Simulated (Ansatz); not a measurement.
C5H10O2 (`CCOC(=O)CC`). Total charge 0; spin multiplicity 1. The geometry is a stationary point of PBE0-D4/def2-TZVP. It is one conformer, not always the lowest.

```xyz
17

C     1.898   -1.559    1.120
C     0.682   -1.914    0.299
O     0.318   -0.848   -0.586
C    -0.456    0.118   -0.071
O    -0.857    0.123    1.063
C    -0.750    1.173   -1.102
C    -1.621    2.292   -0.571
H     2.737   -1.292    0.475
H     1.683   -0.723    1.787
H     2.195   -2.415    1.730
H    -0.170   -2.148    0.940
H     0.880   -2.762   -0.358
H    -1.212    0.673   -1.958
H     0.210    1.548   -1.469
H    -2.581    1.909   -0.221
H    -1.145    2.794    0.272
H    -1.810    3.032   -1.351
```

(1) What is the dipole moment at r2SCAN/def2-TZVPP? (Best estimate.)

(2) And with PBE, B3LYP, ωB97M-V? (Best estimate.)

(3) Give the Mulliken charges with r2SCAN, PBE, ωB97M-V in def2-TZVPP. (Estimate.)

## Answers

(1) The calculation gave: 1.73 D, with components (0.96, -0.47, -1.36) D in this frame, pointing from negative to positive charge.

(2) Computed: PBE 1.69 D, B3LYP 1.73 D, ωB97M-V 1.72 D.

(3) Computed: 
```csv
atom,r2SCAN,PBE,ωB97M-V
C1,-0.16,-0.26,-0.30
C2,0.12,0.02,-0.05
O3,-0.27,-0.20,-0.26
C4,0.34,0.24,0.35
O5,-0.37,-0.29,-0.35
C6,-0.03,-0.12,-0.18
C7,-0.12,-0.24,-0.30
H8,0.05,0.08,0.10
H9,0.07,0.10,0.12
H10,0.04,0.08,0.10
H11,0.06,0.08,0.12
H12,0.05,0.09,0.12
H13,0.04,0.08,0.11
H14,0.04,0.08,0.11
H15,0.05,0.09,0.11
H16,0.05,0.09,0.11
H17,0.04,0.08,0.10
```

B3LYP here is the variant with VWN-RPA as its local correlation; programs differ in this.
